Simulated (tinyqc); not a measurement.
Inside a calculation. Method: Pariser-Parr-Pople SCF with singles CI, for the molecule c1ccccc1 (SMILES; centres numbered as the heavy atoms are written). One step of it, computed by the program tinyqc.

Question. Iteration 3: orbitals and new P. Diagonalise F (the basis is taken as orthonormal) and form P = 2 sum c c over the lowest orbitals.

F (eV), lower triangle:
```
           1C         2C         3C         4C         5C         6C
1C  -5.594964
2C  -5.048361  -5.595018
3C   0.000009  -5.047872  -5.595018
4C   0.777976   0.000009  -5.048361  -5.594964
5C   0.000009   0.778301  -0.000018  -5.048361  -5.595018
6C  -5.048361  -0.000018   0.778301   0.000009  -5.047872  -5.595018
```

pi electrons, sum of z_r less the charge = 6

Give: orbital energies; P after iteration 3.

Answer.

orbital energies (eV): -14.9132  -11.4216  -11.4212  0.2312  0.2316  3.7232

P after iteration 3, lower triangle:
```
         1C       2C       3C      4C      5C      6C
1C   1.0000
2C   0.6667   1.0000
3C   0.0000   0.6666   1.0000
4C  -0.3333   0.0000   0.6667  1.0000
5C   0.0000  -0.3334   0.0000  0.6667  1.0000
6C   0.6667   0.0000  -0.3334  0.0000  0.6666  1.0000
```
